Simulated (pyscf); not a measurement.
This saddle point was located with ωB97X-D3(BJ)/def2-SVP in PySCF.

```
Zn
H 1 1.5323
F 1 1.9871 2 142.69
H 3 1.1931 1 64.65 2 179.98
H 4 1.0202 3 151.57 1 -0.01
```
Charge 0, spin multiplicity 1.

Surface: singlet, charge 0. Lowest wavenumbers (cm⁻¹): 980i, 439, 442, 643, 925.

Q: Name the species on either side of this saddle.

A: ZnH₂ (SMILES [ZnH2]) + HF (SMILES F) ⇌ F–ZnH (SMILES [F][ZnH]) + H₂ (SMILES [H][H]), a four-centre exchange read from left to right: H–Zn, F–H broken and F–Zn, H–H formed. At ωB97M-D3(BJ)/def2-TZVP it lies +7.9 kcal/mol from the left side and +24.1 kcal/mol from the right (each side as separated species at their lowest minima found). On the reactant side the descent ends in a complex, 4.4 kcal/mol under the separated species and 11.3 kcal/mol under the saddle at ωB97X-D3(BJ)/def2-TZVP. At the saddle there is also a short H–Zn contact that neither side keeps. This is the saddle that the search found; another between the same sides may lie lower. Elements up to Kr have no core potential and no relativistic terms here.
